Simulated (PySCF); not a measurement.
## Stretching HCl

Set-up: basis H pcseg-2, Cl pcseg-2; no relativity; PySCF 2.14. Energies in eV from H + Cl in their ground configurations at the same level. State: ¹Σ⁺ (singlet), closed shell.

Curves on a restricted Hartree–Fock reference rise too fast on stretching and do not dissociate correctly.

All columns are RHF. A positive dipole means H(−)Cl(+).

```tsv
R (Å)	E (eV)	μ (D)	Mulliken charge on H (basis-dependent)	HOMO (eV)	LUMO (eV)	Mayer bond order	⟨S²⟩
1.101	-2.682	-1.12	0.09	-13.09	3.30	1.08	0.00
1.152	-3.054	-1.17	0.12	-13.05	3.20	1.07	0.00
1.203	-3.257	-1.23	0.14	-13.02	3.06	1.05	0.00
1.242	-3.323	-1.27	0.15	-12.99	2.95	1.04	0.00
1.280	-3.329	-1.31	0.17	-12.96	2.81	1.03	0.00
1.318	-3.288	-1.36	0.18	-12.94	2.67	1.02	0.00
1.370	-3.172	-1.42	0.19	-12.90	2.44	1.01	0.00
1.434	-2.956	-1.49	0.20	-12.86	2.13	1.00	0.00
1.510	-2.624	-1.58	0.20	-12.82	1.72	0.99	0.00
1.613	-2.109	-1.71	0.21	-12.77	1.12	0.98	0.00
```

A fit through these points gives, at Re = 1.265 Å, μ = -1.30 D and dμ/dR = -1.13 D/Å; the reduced mass is 0.9796 u.

Question: How strong is the fundamental in the double-harmonic approximation, I = 42.26·(dμ/dR)²/μred km/mol?

Answer: I = 42.26·(-1.13)²/0.9796 = 55.1 km/mol at RHF.

Where the molecule has an RHF reference, its open-shell atoms are computed with UHF. Hartree–Fock leaves out correlation, which carries a large part of most bond energies and some tenths to 1 eV of ionisation energies.
